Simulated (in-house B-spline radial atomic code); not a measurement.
Results of a calculation; reference values are marked as such.
Mg ion on C atom: potential, deflection and energy transfer

The pair potential comes from two frozen, spherical free-atom densities (PBE, B-spline radial code, scalar-relativistic past argon): electrostatics plus the change in Thomas-Fermi kinetic and Dirac exchange energy where they overlap, the recipe behind the universal ZBL potential, which averages such potentials (from solid-state densities) over many pairs. It is written V = (Z1 Z2 e²/r) φ(r/a), with e² = 14.3996 eV·Å and a = 0.46850 Å/(Z1^0.23 + Z2^0.23); ZBL's fit is φ = 0.18175 e^(−3.1998x) + 0.50986 e^(−0.94229x) + 0.28022 e^(−0.4029x) + 0.02817 e^(−0.20162x). Where φ falls below 4e-4 it is continued as an exponential.

Masses 24.3 and 12.01 u.

```
x = r/a  φ, this pair   φ, ZBL
    0.1        0.9066   0.8928
    0.5        0.6442   0.6096
    1.5        0.3298   0.2995
      3        0.1448   0.1292
      5       0.06039  0.05224
      8       0.02032  0.01705
     12      0.003934  0.00474
```

Q: At x = 5 the electrostatic, kinetic and exchange parts are 1.78, 102.64 and -16.73 eV. Find r, V and φ.

A: a = 0.46850/(1.7710 + 1.5100) = 0.14279 Å, so r = 0.71397 Å. V = 1.78 + 102.64 + (-16.73) = 87.69 eV. The bare repulsion is 12 × 6 × 14.3996/0.71397 = 1452.1 eV, so φ = 0.0604, +15.6 % against ZBL's 0.0522. The kinetic (Pauli) term is 117 % of V here, as the other two terms together attract.

Q: The ion comes in at 0.2195 keV with impact parameter 0.0714 Å. The scattering integral gives a centre-of-mass angle of 165.1° and a closest approach of 5.353 a. What are the reduced energy, the energy passed on and the laboratory angles?

A: ε = E a M2/(Z1 Z2 e² (M1 + M2)) = 219.5 × 4.5556e-05 = 0.01. The most that one collision can pass on is γE with γ = 4 M1 M2/(M1 + M2)² = 0.8854. Here T = γE sin²(θ/2) = 0.8854 × 219.5 × 0.9833 = 191.1 eV. The ion turns by arctan(sin θ/(cos θ + M1/M2)) = 13.6°, and the struck atom leaves at (180° − θ)/2 = 7.4°. The closest approach is 0.764 Å. With ZBL the angle would be 164.45° and T = 190.8 eV.
